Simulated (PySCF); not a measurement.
Core binding energy against partial charge

Species: C4H7Cl.
Structure used (PBE0-D3(BJ)/def2-SVP), in Å, numbered top down from 1:
```
atom  x, y, z in Å
C1    -1.442    0.319   -0.375
C2    -0.304    0.238    0.640
C3     0.960   -0.286    0.044
C4     2.115    0.366   -0.099
Cl5    2.379    1.996    0.426
H6    -2.366    0.684    0.097
H7    -1.186    1.005   -1.197
H8    -1.658   -0.666   -0.818
H9    -0.116    1.228    1.081
H10   -0.604   -0.426    1.471
H11    0.945   -1.310   -0.348
H12    2.998   -0.081   -0.559
```

Binding energies: delta-SCF UKS SCAN, pcX-2 on the ionised atom, pcseg-1 elsewhere, spin-free X2C in PySCF. Charges: PBE0/pcSseg-1 ground-state density, for the ionised atom.

| atom | environment | C 1s (eV) | Mulliken (e) | IAO (e) | Hirshfeld (e) | ESP (e) |
| --- | --- | --- | --- | --- | --- | --- |
| C3 | alkene CH carbon | 290.62 | -0.175 | -0.146 | -0.045 | -0.241 |
| C1 | methyl carbon | 290.74 | -0.294 | -0.405 | -0.111 | -0.357 |
| C2 | allylic carbon | 290.94 | -0.214 | -0.257 | -0.068 | +0.369 |
| C4 | vinylic C–Cl carbon | 291.70 | -0.115 | -0.181 | -0.041 | -0.262 |

Task: Give the correlation coefficient and slope of binding energy on charge for each scheme.

Result: Mulliken: r = 0.69, slope 4.5 eV per e; Hirshfeld: r = 0.46, slope 7.0 eV per e; IAO: r = 0.30, slope 1.3 eV per e; ESP: r = -0.04, slope -0.1 eV per e. Mulliken charges have the highest r, on only 4 points.

Task: The point-charge model writes a binding energy as kq + V + constant, with V the potential of the other atoms' charges at the site. What does it give with the ESP charges?

Result: V = Σ 14.40 eV Å × q/r over all other atoms: +2.52 eV at C3, +5.21 eV at C1, -4.77 eV at C2, +1.99 eV at C4. Fitting binding energy − V to q gives k = 12.5 eV per e and leaves an rms residual of 1.07 eV, against 0.42 eV for the fit on q alone. The model has no term for differences in relaxation between sites.

Geometry: PBE0-D3(BJ)/def2-SVP, one conformer, isolated molecule.
